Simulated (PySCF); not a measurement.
(Z)-pent-2-en-4-ynenitrile, C5H3N.
Structure used (PBE0-D3(BJ)/def2-SVP), in Å, numbered top down from 1:
```
atom  x, y, z in Å
C1     2.2738    0.0291    0.0987
C2     1.1410   -0.3793   -0.0539
C3    -0.1746   -0.8687   -0.2371
C4    -1.3028   -0.1554   -0.0280
C5    -1.3094    1.1981    0.4112
N6    -1.3452    2.3008    0.7698
H7     3.2731    0.4003    0.2371
H8    -0.2775   -1.9058   -0.5741
H9    -2.2784   -0.6190   -0.1968
```

The closed-shell ground state was solved at several levels (PySCF, density fitting, gas phase, non-relativistic).

```
            level  basis functions  HOMO (eV)  LUMO (eV)  gap (eV)  dipole (D)
wB97X-D/def2-SVPD              144      -9.53      -0.73      8.80        3.85
  B3LYP/def2-TZVP              204      -7.53      -2.60      4.93        3.82
         HF/pcJ-1              192      -9.98       1.22     11.20        4.09
    B3LYP/cc-pVTZ              222      -7.49      -2.55      4.94        3.76
        PBE/pcJ-1              192      -6.73      -3.25      3.48        3.64
      B3LYP/pcJ-0               87      -7.62      -2.48      5.14        3.58
     B3LYP/6-31G*               90      -7.16      -2.18      4.98        3.72
  CAM-B3LYP/pcJ-1              192      -8.98      -1.31      7.67        3.81
        KT2/pcJ-1              192      -6.70      -3.21      3.49        3.60
  BHandHLYP/pcJ-1              192      -8.65      -1.39      7.26        3.90
```

What might B3LYP/pcJ-1 (192 basis functions) give for the same quantities?

HOMO -7.54 eV, LUMO -2.58 eV, gap 4.96 eV, dipole 3.76 D.

How much does the basis alone move the frontier levels among the 5 B3LYP rows (the withheld one included)?

The HOMO by 0.46 eV and the LUMO by 0.42 eV. By rising basis size (HOMO, LUMO in eV): pcJ-0 -7.62, -2.48; 6-31G* -7.16, -2.18; pcJ-1 -7.54, -2.58; def2-TZVP -7.53, -2.60; cc-pVTZ -7.49, -2.55.

In the pcJ-1 basis, how does the gap go with the fixed share of exact exchange?

PBE (0 %) 3.48 eV; KT2 (0 %) 3.49 eV; B3LYP (20 %) 4.96 eV; BHandHLYP (50 %) 7.26 eV; HF (100 %) 11.20 eV. Each rise in the share widens the gap here.

How far do the dipole and the HOMO energy spread over the levels?

The dipole runs from 3.58 to 4.09 D (mean 3.78 D) and the HOMO from -9.98 to -6.70 eV.
